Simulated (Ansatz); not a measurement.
**AlBH2 (singlet): from Hartree-Fock to the top rungs, cc-pVDZ**

How much of the correlation energy of AlBH2 (singlet) does each wave-function method recover here?

Method: cc-pVDZ, core rule «outside noble gas», up to 6 orbitals frozen; program: Ansatz 0.2.0, Gaussian basis.

To be run: UHF; CCSD(T) on RHF; CCSD(T) on UHF; BCCD(T) on RHF; CISD; CCSDT(Q) on RHF; CCSDT(Q) on UHF; CCSDTQ on RHF; CCSDTQ on UHF.

10 further runs of the same task are left out: 4 for a known fault of the program, 6 set aside as unsound or not needed.

## (1) The system

The geometry is a PBE0/def2-TZVP stationary point (not a proven minimum) of the parent state, kept for this charge and spin.

4 atoms, charge 0, spin multiplicity 1.

Atoms are counted from 1 here; the program's logs count them from 0.

Bond lengths: B1–Al2 2.079 Å, Al2–H3 1.585 Å, Al2–H4 1.585 Å. Angles: B1–Al2–H3 117.0°, B1–Al2–H4 117.0°, H3–Al2–H4 125.9°.

## (2) UHF

in.yaml

```yaml
crystal:
  periodic: [false, false, false]
  atoms:
    - {symbol: B, position_ang: [0.000000, 0.000000, 1.551119]}
    - {symbol: Al, position_ang: [0.000000, 0.000000, -0.528209]}
    - {symbol: H, position_ang: [0.000000, -1.411327, -1.248716]}
    - {symbol: H, position_ang: [0.000000, 1.411327, -1.248716]}
basis:
  gaussian: {orbitals: cc-pVDZ}
magnetization: {spin_polarized: true, initial_magnetization: 0}
hamiltonian: {xc: hf}
output: {orbitals: {seedname: orbitals}}
```

The run is started by

```console
$ ansatz run in.yaml --threads 1 --pin off --events-out ev --progress --plain --max-ram 2816MiB --backend cpu
```

After this run come: CCSD(T) on RHF; CCSD(T) on UHF; BCCD(T) on RHF; CISD; CCSDT(Q) on RHF; CCSDT(Q) on UHF; CCSDTQ on RHF; CCSDTQ on UHF.

Before running them: what should the planned runs give, taken together? Wanted: RCCSDTQ below the RHF energy; RMP2 from RCCSDTQ; RCCSD from RCCSDTQ; RCCSD(T) from RCCSDTQ; RCCSDT(Q) from RCCSDTQ; T1 diagnostic.

**Answer**, as computed:

| quantity | value |
| --- | --- |
| RCCSDTQ below the RHF energy | -4.5058 eV |
| RMP2 from RCCSDTQ | +131.2 kJ/mol |
| RCCSD from RCCSDTQ | +14.5 kJ/mol |
| RCCSD(T) from RCCSDTQ | +4.6 kJ/mol |
| RCCSDT(Q) from RCCSDTQ | +0.4 kJ/mol |
| levels within 1 kcal/mol (43 meV) | RCCSDT, RCCSDT(Q) |
| T1 diagnostic | 0.015 |

In words: RCCSD(T) lands +4.6 kJ/mol from the yardstick (1.1 % of the correlation energy). These misses are within one basis, not against nature.
